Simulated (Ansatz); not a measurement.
# C3H4: one species, many methods

The task here is to estimate one member of a computed series from the others.

Method: functionals in def2-TZVPP, the program's frozen cores in correlated methods; program: Ansatz 0.2.0, Gaussian basis.

Levels to be run: LDA (SPW92), PBE-D4, revPBE-D4, BLYP-D4, r2SCAN-D4, B97M-V, PBE0-D4, B3LYP-D4, r2SCANh-D4, r2SCAN0-D4, HSE06-D4, BHLYP-D4, CAM-B3LYP-D4, LC-ωPBE, ωB97X-V, ωB97M-V, B2PLYP, PBE-QIDH; CCSD(T)/def2-SVP; CCSD(T)/def2-TZVPP; CCSD(T)/def2-QZVPP; extrapolation to the limit; RPA on PBE.

## Structure used throughout

All runs share one geometry, relaxed beforehand with PBE0-D4 in a triple-zeta def2 set.

7 atoms, charge 0, spin multiplicity 1.

Atoms are counted from 1 here; the program's logs count them from 0.

Bond lengths: C1–C2 1.287 Å, C1–C3 1.498 Å, C1–H4 1.076 Å, C2–C3 1.498 Å, C2–H5 1.076 Å, C3–H6 1.091 Å, C3–H7 1.091 Å. Angles: C2–C1–C3 64.6°, C2–C1–H4 149.8°, C3–C1–H4 145.6°, C1–C2–C3 64.6°, C1–C2–H5 149.8°, C3–C2–H5 145.6°, C1–C3–C2 50.9°, C1–C3–H6 119.6°, C1–C3–H7 119.6°, C2–C3–H6 119.6°, C2–C3–H7 119.6°, H6–C3–H7 113.6°.

Set-up of the first run:

in.yaml

```yaml
crystal:
  periodic: [false, false, false]
  atoms:
    - {symbol: C, position_ang: [-0.743404, -0.258001, -0.383048]}
    - {symbol: C, position_ang: [0.223607, 0.549093, -0.647398]}
    - {symbol: C, position_ang: [0.350067, -0.206998, 0.639851]}
    - {symbol: H, position_ang: [-1.686474, -0.700493, -0.654018]}
    - {symbol: H, position_ang: [0.678838, 1.273567, -1.300467]}
    - {symbol: H, position_ang: [0.179644, 0.307208, 1.586304]}
    - {symbol: H, position_ang: [1.059020, -1.032376, 0.713074]}
basis:
  gaussian: {orbitals: def2-TZVPP}
hamiltonian: {xc: lda}
output: {orbitals: {seedname: orbitals}}
```

Launch:

```
ansatz run in.yaml --threads 4 --pin off --events-out ev --progress --plain --max-ram 10444MiB
```

Steps of the session up to this table: LDA; PBE-D4 (GGA); revPBE-D4 (GGA); BLYP-D4 (GGA); r2SCAN-D4 (meta-GGA); B97M-V (meta-GGA); B3LYP-D4 (hybrid); r2SCANh-D4 (hybrid); r2SCAN0-D4 (hybrid); HSE06-D4 (hybrid); BHLYP-D4 (hybrid); CAM-B3LYP-D4 (range-separated); LC-ωPBE (range-separated); ωB97X-V (range-separated); ωB97M-V (range-separated); B2PLYP (double hybrid); PBE-QIDH (double hybrid).

One of the session's tables, all rows but one given; the rest of the session is left out.

It belongs to the step «Frontier levels by functional». 

| functional | HOMO (eV) | gap (eV) |
| --- | --- | --- |
| LDA (SPW92) | -6.20 | 4.98 |
| PBE-D4 | -6.09 | 5.11 |
| revPBE-D4 | ? | ? |
| BLYP-D4 | -5.95 | 5.10 |
| r2SCAN-D4 | -6.25 | 5.56 |
| B97M-V | -6.26 | 5.66 |
| PBE0-D4 | -7.23 | 7.35 |
| B3LYP-D4 | -7.03 | 6.88 |
| r2SCANh-D4 | -6.69 | 6.39 |
| r2SCAN0-D4 | -7.35 | 7.63 |
| HSE06-D4 | -6.83 | 6.55 |
| BHLYP-D4 | -8.24 | 9.48 |
| CAM-B3LYP-D4 | -8.59 | 9.86 |
| LC-ωPBE | -9.99 | 12.51 |
| ωB97X-V | -9.59 | 12.02 |
| ωB97M-V | -9.49 | 11.76 |

Q: Estimate the row for revPBE-D4 from the others.

**Answer.** HOMO (eV): -6.04; gap (eV): 5.16. In the column «HOMO (eV)» it lies between PBE-D4 (-6.09) and BLYP-D4 (-5.95).
